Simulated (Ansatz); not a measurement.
System: C₂H₈N, charge 1, singlet. C2H8N+ (SMILES C[NH2+]C).
B3LYP-D3(BJ)/def2-TZVP minimum from Ansatz (a first-principles code):
```
N
H 1 1.0225
H 1 1.0225 2 105.89
C 1 1.5031 2 109.14 3 -117.36
H 4 1.0866 1 108.35 2 -62.51
H 4 1.0866 5 110.30 1 118.45
H 4 1.0870 5 110.46 6 122.40
C 1 1.5031 2 109.14 3 117.36
H 8 1.0866 1 108.35 2 -177.81
H 8 1.0866 9 110.30 1 118.45
H 8 1.0870 9 110.46 10 122.40
```
Charge +1, spin multiplicity 1.

Total energies in cc-pVDZ, 20 correlated electrons, 3 frozen orbitals. Open shells are spin-unrestricted; no spin-orbit coupling. Correlated methods leave the cores frozen. No relativity.

| method | program | energy (Eh) | minus CCSDT(Q) (mEh) |
|---|---|---|---|
| HF | Ansatz | -134.62809 | 524.61 |
| MP2 | Ansatz | -135.09124 | 61.46 |
| CCSD | Ansatz | -135.13830 | 14.40 |
| CCSD(T) | Ansatz | -135.15119 | 1.50 |
| CCSDT(Q) | Ansatz | -135.15270 | 0.00 |

Rough core times of Ansatz's runs on a shared machine: CCSD(T) under 20 s, CCSDT(Q) 3 min.
